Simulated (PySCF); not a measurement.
**Potential energy of CF along the bond**

Set-up: basis C 6-311G(d,p), F 6-311G(d,p); no relativity; PySCF 2.14. Energies in eV from C + F in their ground configurations at the same level. State: ²Π (doublet), unpaired electrons π ↑.

All columns are PBE0. A positive dipole means C(−)F(+).

```
R (Å)  E (eV)  μ (D)  Mulliken charge on C (basis-dependent)  HOMO (eV)  LUMO (eV)  Mayer bond order  ⟨S²⟩
1.095  -4.566   1.72                                   -0.16      -4.68      -1.30              1.46  0.75
1.146  -5.218   1.45                                   -0.10      -5.14      -1.72              1.42  0.75
1.197  -5.575   1.17                                   -0.04      -5.56      -2.11              1.37  0.75
1.235  -5.701   0.95                                    0.01      -5.85      -2.38              1.33  0.75
1.273  -5.736   0.74                                    0.05      -6.12      -2.63              1.30  0.75
1.311  -5.702   0.52                                    0.09      -6.37      -2.87              1.27  0.75
1.362  -5.575   0.22                                    0.13      -6.68      -3.16              1.23  0.75
1.426  -5.327  -0.15                                    0.19      -7.04      -3.50              1.18  0.75
1.502  -4.949  -0.58                                    0.24      -7.42      -3.86              1.14  0.75
1.604  -4.376  -1.14                                    0.29      -7.87      -4.28              1.09  0.75
```

A fit through these points gives, at Re = 1.271 Å, μ = 0.74 D and dμ/dR = -5.75 D/Å; the reduced mass is 7.355 u.

Problem. How strong is the fundamental in the double-harmonic approximation, I = 42.26·(dμ/dR)²/μred km/mol?

Solution. I = 42.26·(-5.75)²/7.355 = 190 km/mol at PBE0.

The state is the lowest determinant that a PBE0 search found; another state may lie lower at other levels.
